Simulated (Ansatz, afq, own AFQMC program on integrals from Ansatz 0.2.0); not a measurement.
Where AFQMC and coupled cluster stand for SiH₂Br, doublet

| atom | x (Å) | y (Å) | z (Å) |
| --- | --- | --- | --- |
| Br | -2.2893 | 0.3699 | 0.0000 |
| H | -0.8687 | 0.3699 | 0.0000 |
| Si | 1.3807 | 0.3699 | 0.0000 |
| H | 1.7772 | -1.1096 | 0.0000 |

Connectivity, by distances: BrH ··· SiH.

Basis cc-pVTZ. Noble-gas cores (and the filled d shells of Ga–Kr and In–Xe) are frozen. Integrals, coupled cluster, full CI and functionals: Ansatz 0.2.0; the random walks run on the same integrals in our own AFQMC program. The CISD trial takes its coefficients from CCSD amplitudes. Released means that phaseless walkers are propagated on without the constraint, phases kept. ± is one standard error of the sampling. No spin–orbit coupling.

Determinant: UHF, the one that the program's search chose, which needn't be the lowest solution. The geometry is a point of a scan.

No full CI on the walks' own integrals is used here; CCSDT(Q) serves as the reference and is uncertain by about the last step of the cluster series.

Cautions: no relativity below Rb; no spin-orbit coupling; inner d shell frozen.

The T1 diagnostic is 0.0137. The weight of the determinant in the CISD state is 0.848. The ⟨S²⟩ of the determinant is 0.776 and the size of the correlated space is 13 electrons in 86 orbitals.

Reference: CCSDT(Q), correlation energy -8.575 eV. The released energy is read at 2.40 1/Eh (meV from the phaseless value at times in 1/Eh: -1 ± 5 at 0.24, -10 ± 4 at 0.51, -17 ± 5 at 0.99, -15 ± 6 at 1.62, -11 ± 6 at 2.40).

| level | E − E(reference) (kJ/mol) | share of correlation (%) |
| --- | --- | --- |
| HF | 827.3 | 0.00 |
| MP2 | 139.6 | 83.12 |
| CCSD | 32.1 | 96.12 |
| CCSD(T) | 4.5 | 99.46 |
| CCSDT | 1.1 | 99.87 |
| ph-AFQMC/CISD | 1.8 ± 0.5 | 99.78 |
| released AFQMC | 0.8 ± 0.6 | 99.90 |

A walk keeps the symmetry of its determinant, which the program's search chose and which needn't be the lowest solution, so a lower state of the same spin and another symmetry isn't excluded. Released energies are given only where the last usable release times agree within the noise; a slower fall can still hide under it.
